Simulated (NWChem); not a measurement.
Molecule: thiophene (C₄H₄S); SMILES c1ccsc1

Results from NWChem. Pople sets run with spherical d functions. Coordinates come from a PBE0/def2-SVP optimisation. Ions are spin-unrestricted doublets at the neutral geometry; other ion states weren't tried.

Problem. Estimate the computed values for BHandHLYP/6-31+G*. Quantities: vertical ionisation energy, ΔSCF (eV); −ε(HOMO) (eV).

Solution. 
| Quantity | Result |
|---|---|
| vertical ionisation energy, ΔSCF (eV) | 8.68 |
| −ε(HOMO) (eV) | 7.68 |
